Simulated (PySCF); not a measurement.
Two species compared at the same levels of theory.

First species: H₂O.
Structure used (PBE0-D3(BJ)/def2-SVP), in Å, numbered top down from 1:
```xyz
3
H2O angstrom
O     -0.0412    0.3965    0.0000
H     -0.7297   -0.2762    0.0000
H      0.7709   -0.1204    0.0000
```

Second species: C6H7Cl.
Geometry (PBE0-D3(BJ)/def2-SVP, Å), atoms numbered from 1 in this order:
```
atom  x, y, z in Å
C1    -2.6590    0.2282   -0.0116
C2    -1.5179    0.1002   -0.3960
C3    -0.1358   -0.0333   -0.8453
C4     0.8670    0.3358    0.2236
C5     1.7518   -0.5421    0.7035
C6     0.8135    1.7413    0.7287
Cl7    1.1826    2.9250   -0.5769
H8    -3.6745    0.3358    0.3219
H9     0.0467   -1.0634   -1.1888
H10    0.0196    0.6298   -1.7152
H11    1.7724   -1.5788    0.3567
H12    2.4831   -0.2534    1.4635
H13    1.5411    1.9079    1.5323
H14   -0.1944    1.9920    1.0906
```

Levels: CAM-B3LYP/def2-SVPD for dipole moment, HOMO energy, LUMO energy, HOMO–LUMO gap, static isotropic polarisability and electronic spatial extent ⟨r²⟩ about the centre of nuclear charge; TDDFT CAM-B3LYP/def2-SVPD for lowest singlet excitation; TDA CAM-B3LYP/def2-SVPD for lowest triplet excitation (Tamm–Dancoff); ΔSCF CAM-B3LYP/def2-SVPD for vertical ionisation energy; PBE0-D3(BJ)/def2-SVP for rotational constant A and rotational constant C. Geometries: PBE0-D3(BJ)/def2-SVP. All species are isolated and taken at one optimised geometry, non-relativistic unless stated; the electronic structure was computed with PySCF and density fitting.

Dipoles, sizes and rotational constants follow the conformer. The torsions of the flexible species, by atom-mapped SMILES:
- `[CH:1]#[C:2][CH2:3][C:4](=[CH2:5])[CH2:6][Cl:7]`: C2–C3–C4–C5 118°, C3–C4–C6–Cl7 -63°

Values for the first species:

| Quantity | Value |
| --- | --- |
| Dipole moment | 1.95 D |
| HOMO energy | -10.74 eV |
| LUMO energy | 0.93 eV |
| HOMO–LUMO gap | 11.67 eV |
| Lowest singlet excitation | 7.52 eV |
| Lowest triplet excitation (Tamm–Dancoff) | 7.04 eV |
| Static isotropic polarisability | 9.5 au |
| Vertical ionisation energy | 12.87 eV |
| Electronic spatial extent ⟨r²⟩ about the centre of nuclear charge | 20 bohr² |
| Rotational constant A | 789.483 GHz |
| Rotational constant C | 282.779 GHz |

Problem. Estimate the same properties for the second species, and the change in each.

Solution. 
```json
{"property": "dipole moment", "first": "1.95 D", "second": "1.79 D", "second less first": "-0.16 D"}
{"property": "HOMO energy", "first": "-10.74 eV", "second": "-9.20 eV", "second less first": "+1.54 eV"}
{"property": "LUMO energy", "first": "0.93 eV", "second": "0.45 eV", "second less first": "-0.48 eV"}
{"property": "HOMO–LUMO gap", "first": "11.67 eV", "second": "9.65 eV", "second less first": "-2.02 eV"}
{"property": "lowest singlet excitation", "first": "7.52 eV", "second": "6.36 eV", "second less first": "-1.16 eV"}
{"property": "lowest triplet excitation (Tamm–Dancoff)", "first": "7.04 eV", "second": "4.23 eV", "second less first": "-2.81 eV"}
{"property": "static isotropic polarisability", "first": "9.5 au", "second": "84.7 au", "second less first": "+75.2 au"}
{"property": "vertical ionisation energy", "first": "12.87 eV", "second": "9.94 eV", "second less first": "-2.93 eV"}
{"property": "electronic spatial extent ⟨r²⟩ about the centre of nuclear charge", "first": "20 bohr²", "second": "1065 bohr²", "second less first": "+1045 bohr²"}
{"property": "rotational constant A", "first": "789.483 GHz", "second": "2.762 GHz", "second less first": "-786.721 GHz"}
{"property": "rotational constant C", "first": "282.779 GHz", "second": "1.110 GHz", "second less first": "-281.669 GHz"}
```

On the first: Point group C2v permits a dipole; with 1.95 D the species has a pure rotational spectrum. The principal polarisabilities are 9.1, 9.5 and 10.0 au; their mean is the isotropic value.

On the second: The vertical singlet–triplet gap S1 − T1 is 2.13 eV (TDDFT singlet less Tamm–Dancoff triplet; S1: HOMO−1→LUMO, weight 0.34, beside HOMO−1→LUMO+6, weight 0.19; T1: HOMO→LUMO, weight 0.64). The principal polarisabilities are 68.7, 86.0 and 99.5 au; their mean is the isotropic value.
